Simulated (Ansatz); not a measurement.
We consider 2H WS₂, described by PBEsol (Ansatz, an electronic-structure program, PAW).

Settings: plane-wave cutoff 500 eV, 18×18×4 k mesh (along the axes of the cell as run), gaussian smearing 0.02 eV, no spin polarisation, scalar-relativistic PAW data made under PBE.

Cell (relaxed at this level):

```cif
data_S4W2
_chemical_formula_sum 'W2 S4'
_space_group_name_H-M_alt 'P 1'
_space_group_IT_number 1
_cell_length_a 3.14608
_cell_length_b 3.14608
_cell_length_c 12.69573
_cell_angle_alpha 90.000
_cell_angle_beta 90.000
_cell_angle_gamma 120.000
loop_
_space_group_symop_operation_xyz
  'x, y, z'
loop_
_atom_site_label
_atom_site_type_symbol
_atom_site_fract_x
_atom_site_fract_y
_atom_site_fract_z
_atom_site_occupancy
W1 W 0.33333 0.66667 0.25000 1
W2 W 0.66667 0.33333 0.75000 1
S1 S 0.33333 0.66667 0.62653 1
S2 S 0.66667 0.33333 0.37347 1
S3 S 0.66667 0.33333 0.12653 1
S4 S 0.33333 0.66667 0.87347 1
```

Problem. Give the computed band gap.

Solution. 
* **band gap**: 1.10 eV (on the SCF k mesh)

Measured, for comparison: band gap 1.35 eV (room temperature, no zero-point or thermal correction, bulk 2H; as tabulated in Bastos et al. (2019), arXiv:1903.08112).

Note: the cell comes from a level without a dispersion term, which matters for the spacing of layers, chains or molecules; the cell has widely spaced layers and the level no dispersion term, so their spacing and the moduli can rest on weak binding.

Spin–orbit coupling is not included.

Static lattice: no zero-point or thermal effects.
